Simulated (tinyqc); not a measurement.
Worked calculation (part 2 of 2): UKS/exchange-only LDA in the sto-3g basis, for NH, spin multiplicity 3. Computed by tinyqc, a small Python program that keeps every step (integrals from PySCF). Command: `OMP_NUM_THREADS=1 python tinyqc.py 20375 20376 out.jsonl` (the two numbers bound the seeds that draw the settings). One thread of a shared host (Intel(R) Xeon(R) Processor @ 2.60GHz), about 1 s of CPU time with the checks.

Geometry (angstrom):
```
atom         x         y         z
N     0.000000  0.000000  0.000000
H     0.000000  0.000000  1.535000
```

## Iteration 2: diagonalisation and new density

F(alpha) (hartree):
```
             1N 1s      1N 2s     1N 2px     1N 2py     1N 2pz      2H 1s
1N 1s   -14.077096  -3.659645   0.000000   0.000000   0.009915  -0.277684
1N 2s    -3.659645  -1.754567   0.000000   0.000000   0.078687  -0.253692
1N 2px    0.000000   0.000000  -0.416650   0.000000   0.000000   0.000000
1N 2py    0.000000   0.000000   0.000000  -0.416650   0.000000   0.000000
1N 2pz    0.009915   0.078687   0.000000   0.000000  -0.394783  -0.122115
2H 1s    -0.277684  -0.253692   0.000000   0.000000  -0.122115   0.234007
```

F(beta) (hartree):
```
             1N 1s      1N 2s     1N 2px     1N 2py     1N 2pz      2H 1s
1N 1s   -14.040436  -3.630386   0.000000   0.000000   0.009272  -0.275638
1N 2s    -3.630386  -1.595602   0.000000   0.000000   0.073040  -0.236510
1N 2px    0.000000   0.000000  -0.228033   0.000000   0.000000   0.000000
1N 2py    0.000000   0.000000   0.000000  -0.228033   0.000000   0.000000
1N 2pz    0.009272   0.073040   0.000000   0.000000  -0.294089  -0.114298
2H 1s    -0.275638  -0.236510   0.000000   0.000000  -0.114298   0.236915
```

X:
```
                1          2          3         4          5         6
1N 1s    0.433792   0.682230   0.000000  0.000000  -0.549127  0.324059
1N 2s   -0.748216  -0.430675   0.000000  0.000000  -0.359647  0.498757
1N 2px   0.000000   0.000000  -0.271029  0.962571   0.000000  0.000000
1N 2py   0.000000   0.000000   0.962571  0.271029   0.000000  0.000000
1N 2pz  -0.504718   0.615303   0.000000  0.000000   0.575138  0.321792
2H 1s    0.771274  -0.398858   0.000000  0.000000   0.336321  0.512162
```

Diagonalise F' = X^T F X, C = X C', fill 5 alpha and 3 beta electrons from the bottom; D(s) = C_occ C_occ^T. Each column has its largest component positive (the first on a tie).

F' = X^T F X (alpha) (hartree):
```
           1          2          3          4          5          6
1  -0.959809  -2.320975   0.000000   0.000000   2.287252  -1.241209
2  -2.320975  -4.748610   0.000000   0.000000   4.705495  -3.555909
3   0.000000   0.000000  -0.416650   0.000000   0.000000   0.000000
4   0.000000   0.000000   0.000000  -0.416650   0.000000   0.000000
5   2.287252   4.705495   0.000000   0.000000  -5.943491   4.232189
6  -1.241209  -3.555909   0.000000   0.000000   4.232189  -3.311956
```

orbital energies (alpha) (hartree): MO1 -14.087176, MO2 -0.862622, MO3 -0.416650, MO4 -0.416650, MO5 -0.384670, MO6 0.370601

coefficients C (alpha):
```
              MO1        MO2        MO3       MO4        MO5        MO6
1N 1s    0.992863  -0.265457   0.000000  0.000000  -0.040574   0.047720
1N 2s    0.029053   1.014240   0.000000  0.000000   0.153269  -0.265316
1N 2px   0.000000   0.000000  -0.017893  0.999840   0.000000   0.000000
1N 2py   0.000000   0.000000   0.999840  0.017893   0.000000   0.000000
1N 2pz   0.000101  -0.165047   0.000000  0.000000   0.967995  -0.321586
2H 1s   -0.004063   0.000450   0.000000  0.000000   0.066836   1.060608
```

F' = X^T F X (beta) (hartree):
```
           1          2          3          4          5          6
1  -0.884062  -2.304620   0.000000   0.000000   2.293827  -1.307640
2  -2.304620  -4.677267   0.000000   0.000000   4.754699  -3.563252
3   0.000000   0.000000  -0.228033   0.000000   0.000000   0.000000
4   0.000000   0.000000   0.000000  -0.228033   0.000000   0.000000
5   2.293827   4.754699   0.000000   0.000000  -5.865826   4.206405
6  -1.307640  -3.563252   0.000000   0.000000   4.206405  -3.237828
```

orbital energies (beta) (hartree): MO1 -14.049282, MO2 -0.707890, MO3 -0.288089, MO4 -0.228033, MO5 -0.228033, MO6 0.380279

coefficients C (beta):
```
              MO1        MO2        MO3        MO4       MO5        MO6
1N 1s    0.993368  -0.262709  -0.039676   0.000000  0.000000   0.052899
1N 2s    0.027094   1.009456   0.147517   0.000000  0.000000  -0.286207
1N 2px   0.000000   0.000000   0.000000  -0.597022  0.802225   0.000000
1N 2py   0.000000   0.000000   0.000000   0.802225  0.597022   0.000000
1N 2pz   0.000098  -0.174566   0.954410   0.000000  0.000000  -0.355387
2H 1s   -0.003772   0.015943   0.106919   0.000000  0.000000   1.057201
```

D(alpha) after iteration 2:
```
            1N 1s      1N 2s    1N 2px    1N 2py     1N 2pz      2H 1s
1N 1s    1.057890  -0.246610  0.000000  0.000000   0.004637  -0.006865
1N 2s   -0.246610   1.053019  0.000000  0.000000  -0.019031   0.010583
1N 2px   0.000000   0.000000  1.000000  0.000000   0.000000   0.000000
1N 2py   0.000000   0.000000  0.000000  1.000000   0.000000   0.000000
1N 2pz   0.004637  -0.019031  0.000000  0.000000   0.964255   0.064622
2H 1s   -0.006865   0.010583  0.000000  0.000000   0.064622   0.004484
```

D(beta) after iteration 2:
```
            1N 1s      1N 2s    1N 2px    1N 2py     1N 2pz      2H 1s
1N 1s    1.057369  -0.244131  0.000000  0.000000   0.008091  -0.012177
1N 2s   -0.244131   1.041497  0.000000  0.000000  -0.035423   0.031764
1N 2px   0.000000   0.000000  0.000000  0.000000   0.000000   0.000000
1N 2py   0.000000   0.000000  0.000000  0.000000   0.000000   0.000000
1N 2pz   0.008091  -0.035423  0.000000  0.000000   0.941372   0.099261
2H 1s   -0.012177   0.031764  0.000000  0.000000   0.099261   0.011700
```

Within a degenerate level the vectors are fixed only up to a rotation; this is one choice.

## Convergence

Stop when the energy changes by less than 1e-08 hartree and every element of the error matrix X^T (F D S - S D F) X (for each spin) is below 3e-05.

Course of the cycle:
```
iteration   E (hartree)     change  largest element of the error matrix
1          -52.82511013          -                             1.61e-01
2          -52.96493139  -1.40e-01                             2.23e-01
3          -53.02099450  -5.61e-02                             1.94e-01
4          -52.97116192   4.98e-02                             2.26e-01
5          -53.02219857  -5.10e-02                             1.94e-01
6          -52.97124892   5.09e-02                             2.26e-01
7          -53.02221581  -5.10e-02                             1.94e-01
8          -52.97125021   5.10e-02                             2.26e-01
9          -53.02221607  -5.10e-02                             1.94e-01
10         -52.97125023   5.10e-02                             2.26e-01
11         -53.02221607  -5.10e-02                             1.94e-01
12         -52.97125023   5.10e-02                             2.26e-01
13         -53.02221607  -5.10e-02                             1.94e-01
14         -52.97125023   5.10e-02                             2.26e-01
...                 ...        ...                                  ...
73         -53.02221607  -5.10e-02                             1.94e-01
74         -52.97125023   5.10e-02                             2.26e-01
75         -53.02221607  -5.10e-02                             1.94e-01
76         -52.97125023   5.10e-02                             2.26e-01
77         -53.02221607  -5.10e-02                             1.94e-01
78         -52.97125023   5.10e-02                             2.26e-01
79         -53.02221607  -5.10e-02                             1.94e-01
80         -52.97125023   5.10e-02                             2.26e-01
81         -53.02221607  -5.10e-02                             1.94e-01
82         -52.97125023   5.10e-02                             2.26e-01
83         -53.02221607  -5.10e-02                             1.94e-01
84         -52.97125023   5.10e-02                             2.26e-01
85         -53.02221607  -5.10e-02                             1.94e-01
86         -52.97125023   5.10e-02                             2.26e-01
```

PySCF UKS in the same basis, fine grid, after a stability check = -53.45624338 hartree

Not converged within the cap of 86 iterations: the residual has stopped falling: the iteration swings between two states. Reruns (cap 100 unless said): DIIS 8: converged in 11; damping 0.5: converged in 31; level shift 0.5: converged in 37; atomic densities as start, DIIS 8: converged in 9; the original settings with a cap of 400: not converged.
